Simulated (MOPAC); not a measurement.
MOPAC input (PM6):

```
PM6 1SCF CHARGE=-1 GEO-OK AUX(PRECISION=9) THREADS=1
C4H5

C    -0.01425270 1    0.12435824 1    1.95470681 1
C    -0.00757315 1   -0.19118066 1    0.64278123 1
C    -0.00245344 1   -0.56690684 1   -0.56877122 1
C     0.01816492 1    0.29533709 1   -1.79293461 1
H    -0.94020781 1    0.24704578 1    2.51109267 1
H     0.90535390 1    0.22409239 1    2.52600983 1
H     0.03014765 1    1.38655717 1   -1.59635947 1
H     0.89256220 1    0.07548540 1   -2.42067109 1
H    -0.85116970 1    0.09717232 1   -2.43476519 1
```

Q: What heat of formation does the run end on, and which ionisation energy by Koopmans theorem?

A: 55.97 kcal/mol; 1.70 eV.
